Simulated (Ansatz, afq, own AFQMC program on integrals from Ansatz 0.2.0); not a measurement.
**AFQMC, coupled cluster and functionals along a coordinate of BH₄, doublet**

```csv
atom,x (Å),y (Å),z (Å)
B,0.0000,0.0000,0.0000
H,0.4147,0.8125,0.8107
H,-0.4243,-0.8077,0.8105
H,-0.4128,0.8086,-0.8154
H,0.4225,-0.8134,-0.8057
```

The B1–H5 distance is changed with both sides rigid. Energies in kcal/mol count from this geometry (1.220 Å) at the same level; the start stands on UHF, each point on the determinant named.

Basis 6-31G. Only valence electrons are correlated. Integrals, coupled cluster, full CI and functionals: Ansatz 0.2.0; the random walks run on the same integrals in our own AFQMC program. The CISD trial takes its coefficients from CCSD amplitudes. Released means that phaseless walkers are propagated on without the constraint, phases kept. Uncertainties: one standard error, sampling alone.

```
r(B1–H5) / Å  det.     T1  weight  ⟨S²⟩  CCSD  wB97M-V  CCSD(T)
       1.075   UHF  0.013    0.94  0.76   7.4      6.5      7.5
       2.271   UHF  0.011    0.95  0.76  27.8     39.7     28.2
       3.274   UHF  0.006    0.95  0.75  27.9     42.3     28.4
```

Task: Estimate the curve of full CI, counted from the same start.

Result: 
| r(B1–H5) / Å | det. | T1 | weight | ⟨S²⟩ | FCI | ph-AFQMC/CISD | released AFQMC | CCSDT(Q) |
| --- | --- | --- | --- | --- | --- | --- | --- | --- |
| 1.075 | UHF | 0.013 | 0.94 | 0.76 | 7.5 | 7.5 ± 0.07 | 7.5 ± 0.07 | 7.5 |
| 2.271 | UHF | 0.011 | 0.95 | 0.76 | 28.3 | 28.2 ± 0.07 | 28.3 ± 0.07 | 28.3 |
| 3.274 | UHF | 0.006 | 0.95 | 0.75 | 28.5 | 28.4 ± 0.07 | 28.5 ± 0.06 | 28.5 |

Weight is that of the determinant in the CISD state; at the start T1 is 0.013 and the weight 0.94, and ⟨S²⟩ is 0.76. Symmetry can't show for every point that it stays on the start's state. Largest departures from full CI: CCSD(T) -0.2 kcal/mol at 3.274 (on UHF), ph-AFQMC/CISD -0.1 kcal/mol at 3.274 (on UHF), released AFQMC 0.0 kcal/mol at 1.075 (on UHF) (within the noise), CCSDT(Q) 0.0 kcal/mol at 3.274 (on UHF), CCSD -0.7 kcal/mol at 3.274 (on UHF). The functionals aren't scored here. In this small basis the wave-function levels are far from their limit, so their gap to the functionals isn't the functionals' error.

CCSDT and higher add their correlation energy to the determinant of the CCSD(T) run, since their own runs factorise the integrals more tightly (a shift of under 2 meV). A walk keeps the symmetry of its determinant, which the program's search chose and which needn't be the lowest solution, so a lower state of the same spin and another symmetry isn't excluded. Released energies are given only where the last usable release times agree within the noise; a slower fall can still hide under it.
